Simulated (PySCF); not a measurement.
Consider dimethylamine, `CNC` (C2H7N). Numbering: `[CH3:1][NH:2][CH3:3]`

Computed at ωB97X-D3(BJ)/ma-def2-TZVP // PBE0-D3(BJ)/ma-def2-SVP with PySCF (density fitting, grid level 2). The prefix ma- adds one diffuse s and one diffuse p function on all atoms but H. ωB97X-D3(BJ) is ωB97X-V with D3(BJ) in place of VV10. Thermal corrections: PBE0-D3(BJ)/ma-def2-SVP frequencies, unscaled, ideal gas at 298.15 K and 1 bar, quasi-RRHO entropy.

Q: Rank these of its positions by gas-phase deprotonation enthalpy, most acidic first.
A. N2 (amine nitrogen)
B. C1 (methyl carbon)

A: A (1665 kJ/mol), B (1752 kJ/mol).

Q: For C1 (methyl carbon), what are ΔE (electronic) and ΔG(298 K) of the loss of the proton?

A: ΔE = 1790 and ΔG = 1719 kJ/mol, beside ΔH = 1752 kJ/mol. The product is `[CH2-]NC`.

Q: Of those listed, which site of deprotonation is favoured in methanol (IEF-PCM), and by how much?

A: N2 (amine nitrogen), by 73 kJ/mol over C1 (methyl carbon); the gas phase favours the same one.
